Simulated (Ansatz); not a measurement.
A calculation with Ansatz (development build ahead of 0.2.0).

```yaml
crystal:
  periodic: [false, false, false]
  atoms:
    - { symbol: C, position_ang: [0.08689, -1.07788, -0.60868] }
    - { symbol: Cl, position_ang: [-0.07294, 0.61797, 0.3332] }
    - { symbol: H, position_ang: [0.0716, -0.88506, -1.68253] }
    - { symbol: H, position_ang: [1.04695, -1.3203, -0.14118] }
    - { symbol: H, position_ang: [-0.76886, -1.64728, -0.25624] }
basis:
  gaussian: { orbitals: def2-SVP }
total_charge: 1
magnetization:
  spin_polarized: true
  initial_magnetization: 1
hamiltonian:
  xc: hf
correlation:
  method: mp2
  frozen_orbitals: { C: 1, Cl: 5, H: 0 }
output:
  forces: true
```

The input is written out in the form of the current development build from the run's settings.

Output:

```yaml
Converged: yes
Reference_energy: -498.55550 hartree
Correlation_energy: -0.24913 hartree
Total_energy: -498.80463 hartree
Spin_squared_of_the_determinant: 0.759
Stability_test: minimum
```

Forces (eV/Å):
```tsv
atom	Fx	Fy	Fz
C1	-0.244	1.344	0.822
Cl2	-0.101	-0.938	-0.832
H3	0.277	0.322	-0.063
H4	0.179	-0.477	-0.231
H5	-0.111	-0.251	0.305
```

Caution: MP2 on this radical cation hangs on the determinant chosen.
